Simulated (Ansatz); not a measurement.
This geometry of C3H2O2 (7 atoms, charge 0, multiplicity 1) is a first-order saddle point.

These are results of UKS PBE0-D4/def2-SVP (Ansatz), not measurements.

```xyz
7
Properties=species:S:1:pos:R:3
C -0.925 -0.103 1.992
C -0.444 -0.170 0.825
C 0.042 -0.380 -0.535
O -0.214 -1.365 -1.167
O 0.782 0.643 -0.956
H -0.249 0.871 1.655
H 1.069 0.436 -1.860
```

(1) Which two structures does it join? (They come from a converged band through this point; their orientation in space is the band's.)

(2) How far does it lie above each of them?

## Answers

(1) Bonds formed: C2–H6.

Image 0:

```xyz
7
Properties=species:S:1:pos:R:3
C -0.662 0.288 1.779
C -0.290 0.031 0.657
C 0.112 -0.338 -0.689
O -0.292 -1.310 -1.270
O 0.985 0.531 -1.204
H -0.990 0.519 2.777
H 1.197 0.210 -2.095
```

Image 8:

```xyz
7
Properties=species:S:1:pos:R:3
C -1.048 -0.124 1.970
C -0.483 -0.119 0.831
C 0.023 -0.349 -0.524
O -0.309 -1.282 -1.196
O 0.881 0.602 -0.892
H -0.178 0.815 1.557
H 1.174 0.388 -1.792
```

(2) 1.96 eV above the first and 0.01 eV above the second. This is the barrier of this one path; another mechanism may lie lower.

Run time: 92 s on 2 threads of AMD EPYC 9R45 96-Core Processor (Zen 5), with other jobs on the host, peak memory 0.23 GiB.
